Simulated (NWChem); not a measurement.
System meant: P, quartet

Here is an NWChem input.

```
start job
memory heap 200 mb stack 900 mb global 1100 mb
geometry units angstroms noautoz
  P      0.000000     0.000000     0.000000
end
basis spherical
  P library def2-svp
end
dft
  odft
  mult 4
  xc b3lyp
  iterations 4
  mulliken
end
task dft energy
```

End of the output:

```
    Atom       Charge   Shell Charges
 -----------   ------   -------------------------------------------------------
    1 P   15     3.00   0.00  0.00  0.03 -0.03  0.02  1.14  1.83  0.00

     -------------------------------------------
      Total Density - Lowdin Population Analysis
     -------------------------------------------

    Atom       Charge   Shell Charges
 -----------   ------   -------------------------------------------------------
    1 P   15    15.00   2.00  1.97  1.16  0.87  5.79  1.41  1.80  0.00

     ------------------------------------------
      Spin Density - Lowdin Population Analysis
     ------------------------------------------

    Atom       Charge   Shell Charges
 -----------   ------   -------------------------------------------------------
    1 P   15     3.00   0.00  0.00  0.02 -0.02  0.07  1.14  1.79  0.00

   alpha - beta orbital overlaps
   -----------------------------

   alpha      1      2      3      4      5      6      7      8      9     10
    beta      1      2      3      5      4      6      7      8      9     10
 overlap   1.000  1.000  0.991  0.794  0.789  1.000  0.887  0.896  0.970  1.000

   alpha     11     12     13     14     15     16     17     18
    beta     14     15     16     18     17     12     11     13
 overlap   0.787  0.788  0.961  0.965  0.937  0.806  0.802  0.968

     --------------------------
     Expectation value of S2:
     --------------------------
      <S2> =      3.7503 (Exact =     3.7500)

 ------------------------------------------------------------------------
 dft energy failed                                                                                  0
 ------------------------------------------------------------------------
 ------------------------------------------------------------------------
  current input line :
    16: task dft energy
 ------------------------------------------------------------------------
 ------------------------------------------------------------------------
 This type of error is most commonly associated with calculations not reaching convergence criteria
 ------------------------------------------------------------------------
 For more information see the NWChem manual at https://nwchemgit.github.io

0:dft energy failed:Received an Error in Communication
```

Can this run be used? If not, why, and what is the fix?

The run did not converge; its last values are not results. Cause: the SCF was allowed too few iterations. This input runs:
```
start job
memory heap 200 mb stack 900 mb global 1100 mb
geometry units angstroms noautoz
  P      0.000000     0.000000     0.000000
end
basis spherical
  * library def2-svp
end
dft
  odft
  mult 4
  xc b3lyp
  iterations 150
  mulliken
end
task dft energy
```
It converges to -341.16598 Ha (B3LYP/def2-SVP, spin-unrestricted).
